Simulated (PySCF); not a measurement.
Molecule: `C#CC(C)(C)O`, C5H8O.

Bonds (- single, = double, # triple, : aromatic): C1#C2 1.211 Å, C2-C3 1.477 Å, C3-C4 1.531 Å, C3-C5 1.525 Å, C3-O6 1.415 Å. C1 carries H7; C4 carries H8, H9, H10; C5 carries H11, H12, H13; O6 carries H14.

Spin–spin couplings on one PBE0-D3(BJ)/def2-SVP geometry, PySCF 2.14.0 with density-fitted response routines, gas phase, non-relativistic, equivalent pairs averaged (without the spin–dipole term); isotopes $^{13}$C, $^{1}$H; functional B3LYP.

Reference values (Hz): $^{1}J$(C1,H7) = 253.0 (measured; liquid or solution (compiled); San Fabian, Garcia de la Vega, Suardiaz et al., Magn. Reson. Chem. 2013, 51, 775 (SI)).

Question: How do the couplings (Hz) change with the basis set? Times are CPU seconds on shared hosts with different chips, so compare them loosely. Far from the basis limit: 6-31G*, pcJ-0, 6-31G-J, def2-TZVP, cc-pVTZ.

Answer: 
| basis set | functions | $^{1}J$(C1,H7) | abs. error | core-s |
| --- | --- | --- | --- | --- |
| 6-31G* | 100 | 237.3 | 15.7 | 6.9 |
| pcJ-0 | 102 | 261.6 | 8.6 | 9.9 |
| 6-31G-J | 104 | 283.6 | 30.6 | 11 |
| def2-TZVP | 234 | 257.4 | 4.4 | 37 |
| pcJ-1 | 242 | 271.8 | 18.8 | 36 |
| cc-pVTZ | 292 | 255.1 | 2.1 | 56 |

Errors compare magnitudes, without vibrational corrections. Closest: cc-pVTZ; furthest: 6-31G-J.

The Fermi-contact term samples the wavefunction at the nucleus, which is why sets with added tight s functions (names with J) are made for couplings. Agreement of an ordinary basis with the reference is then largely a cancellation of errors.
